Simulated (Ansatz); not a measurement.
**BHO (singlet): the correlation ladder at distance B1–O2 = 2.030 Å, 6-31G**

An exercise on one series of results from a longer session: the logs are not shown, and one member is left open.

Computed with Ansatz 0.2.0, Gaussian basis. Level: 6-31G, core rule «outside noble gas», up to 2 orbitals frozen.

Plan: UHF; CCSD(T) on RHF; BCCD(T) on RHF; CISD; CCSDT(Q) on RHF; CISDTQ; CCSDTQ on RHF; CASSCF and MRCISD+Q, 2 electrons in 2 orbitals; CASSCF and NEVPT2, 2 electrons in 2 orbitals; Full CI.

24 further runs of the same task are left out: 8 for a known fault of the program, 12 that didn't finish, 4 set aside as unsound or not needed.

## What is computed

The geometry derives from a PBE0/def2-TZVP stationary point (not a proven minimum). One bond is set to the value named and the two fragments are kept rigid.

3 atoms, charge 0, spin multiplicity 1.

Atoms are counted from 1 here; the program's logs count them from 0.

Bond lengths: O2–H3 0.952 Å.

Set-up of the first run:

File in.yaml:

```yaml
crystal:
  periodic: [false, false, false]
  atoms:
    - {symbol: B, position_ang: [0.000000, 0.000000, -1.670745]}
    - {symbol: O, position_ang: [0.000000, 0.000000, 0.359255]}
    - {symbol: H, position_ang: [0.000000, 0.000000, 1.311490]}
basis:
  gaussian: {orbitals: 6-31G}
magnetization: {spin_polarized: true, initial_magnetization: 0}
hamiltonian: {xc: hf}
output: {orbitals: {seedname: orbitals}}
```

The run is started by

```bash
$ ansatz run in.yaml --threads 1 --pin off --events-out ev --progress --plain --max-ram 2393MiB
```

Among the steps run: UHF; CCSD(T) on RHF; BCCD(T) on RHF; CISD; CCSDT(Q) on RHF; CISDTQ; CCSDTQ on RHF; CASSCF and MRCISD+Q, 2 electrons in 2 orbitals; CASSCF and NEVPT2, 2 electrons in 2 orbitals; Full CI.

One of the session's tables, all rows but one given; the rest of the session is left out.

| method | from FCI (meV) |
| --- | --- |
| RHF | +5677.9 |
| RMP2 | +845.8 |
| CISD | +734.7 |
| RCCSD | +305.5 |
| RCCSD(T) | +56.5 |
| BCCD(T) | +40.7 |
| RCCSDT | +44.8 |
| CISDTQ | ? |
| RCCSDT(Q) | -66.2 |
| RCCSDTQ | -4.4 |
| FCI | 0 |

Q: Estimate the row for CISDTQ from the others.

**Answer.** from FCI (meV): +51.9. In the column «from FCI (meV)» it lies between RCCSDT (+44.8) and RCCSD(T) (+56.5).

Not comparable, so not listed: CASSCF and MRCISD+Q, 2 electrons in 2 orbitals (they don't share determinant, frozen orbitals or solution with the rows shown, or repeat one).

Caveats from the session: Left out of the table: CASSCF pair, NEVPT2 pair (the active space lost an orbital or holds another state than full CI finds). RCCSDT(Q), RCCSDTQ fall below full CI, which methods that aren't variational can do. Warnings in the runs' records: passed over end.
